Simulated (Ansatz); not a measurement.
**Worked example: correlation energy of HSiAl, triplet**

Geometry: that of the HSiAl, singlet, kept fixed.

```yaml
atoms:
  - { symbol: Si, position_ang: [0.0000, -0.0660, 1.2777] }
  - { symbol: Al, position_ang: [0.0000, 0.0144, -1.3676] }
  - { symbol: H, position_ang: [0.0000, 1.4550, 1.0066] }
```

Basis 6-31G; Ansatz 0.2.0. Only valence electrons are correlated (noble-gas cores frozen), which leaves 8 electrons in 18 orbitals. Prefix R: restricted or restricted open-shell reference; prefix U: unrestricted.

Full CI is exact within this basis and frozen core; it isn't the basis-set limit. The frozen core follows each run's orbitals, which can shift R against U totals by a few meV.

Runs differ by some tens of microhartree through their thresholds and, for an open shell, their frozen cores, so steps under 0.1 kcal/mol mean nothing.

```csv
level,total energy (hartree)
UHF,-531.294058
UMP2,-531.353418
UCCSD,-531.381824
UCCSD(T),-531.384161
UCCSDT,-531.385116
UCCSDT(Q),-531.385326
UCCSDTQ,-531.385332
full CI,-531.385335
```

Task: What is the correlation energy at full CI, and what share of it do UMP2 and UCCSD(T) recover?

Result: E(corr) = -531.385335 − (-531.294058) = -0.091277 hartree = -2.484 eV. UMP2: -0.059360 / -0.091277 = 65.03 %. UCCSD(T): -0.090103 / -0.091277 = 98.71 %.

Task: By how many kcal/mol does UCCSD(T) miss full CI (1 hartree = 627.509 kcal/mol), and which steps make up the rest?

Result: -531.384161 − (-531.385335) = 0.001174 hartree = 0.74 kcal/mol. Steps: UCCSDT − UCCSD(T) = -0.60, UCCSDT(Q) − UCCSDT = -0.13, UCCSDTQ − UCCSDT(Q) = 0.00, full CI − UCCSDTQ = 0.00 kcal/mol. That is within 1 kcal/mol of the reference in this basis, which itself misses far more of the correlation at the basis-set limit.
